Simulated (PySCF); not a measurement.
Species: C3H6OS.
SMILES with atom numbers: `[CH3:1][S:2][CH2:3][CH:4]=[O:5]` (hydrogens: H6, H7, H8 on C1; H9, H10 on C3; H11 on C4)

Computed, not measured: EOM-IP-CCSD/aug-cc-pVDZ in PySCF, restricted Hartree–Fock reference, 9 core orbitals frozen, non-relativistic, gas phase, PBE0-D3(BJ)/def2-SVP geometry.

Hartree–Fock orbital energies give these Koopmans values (eV): HOMO 9.67, HOMO-1 11.63, HOMO-2 12.59, HOMO-3 13.55, HOMO-4 14.76, HOMO-5 15.78, HOMO-6 16.18, HOMO-7 16.66.

Problem. What vertical ionisation energies does EOM-IP-CCSD give?

Solution. 
| leading hole (HF orbital) | Koopmans (eV) | EOM-IP-CCSD (eV) | change (eV) | one-hole share |
| --- | --- | --- | --- | --- |
| HOMO | 9.67 | 8.92 | -0.75 | 0.96 |
| HOMO-1 | 11.63 | 10.11 | -1.52 | 0.94 |
| HOMO-2 | 12.59 | 11.64 | -0.95 | 0.95 |
| HOMO-3 | 13.55 | 12.76 | -0.79 | 0.95 |
| HOMO-4 | 14.76 | 13.86 | -0.90 | 0.94 |
| HOMO-5 | 15.78 | 14.52 | -1.26 | 0.95 |
| HOMO-6 | 16.18 | 14.81 | -1.37 | 0.94 |
| HOMO-7 | 16.66 | 15.34 | -1.32 | 0.94 |

Problem. Does the order of the lines follow the orbital energies?

Solution. Yes, no two lines change places. The corrections run from -1.52 to -0.75 eV, with a mean of -1.11 eV over the 8 lines; no line lies above its Koopmans value.

Problem. At what kinetic energies would He I light (21.22 eV) eject these electrons?

Solution. 12.30 eV (HOMO), 11.11 eV (HOMO-1), 9.58 eV (HOMO-2), 8.46 eV (HOMO-3), 7.36 eV (HOMO-4), 6.70 eV (HOMO-5), 6.41 eV (HOMO-6), 5.88 eV (HOMO-7).

One root was sought for each valence orbital with −ε under 21 eV, eight at most, so deeper holes and satellites are missing; no vibrational structure.

Conformer computed: `[CH3:1][S:2][CH2:3][CH:4]=[O:5]`: C1–S2–C3–C4 72°, S2–C3–C4–O5 -100°.

One conformer stands for the species.
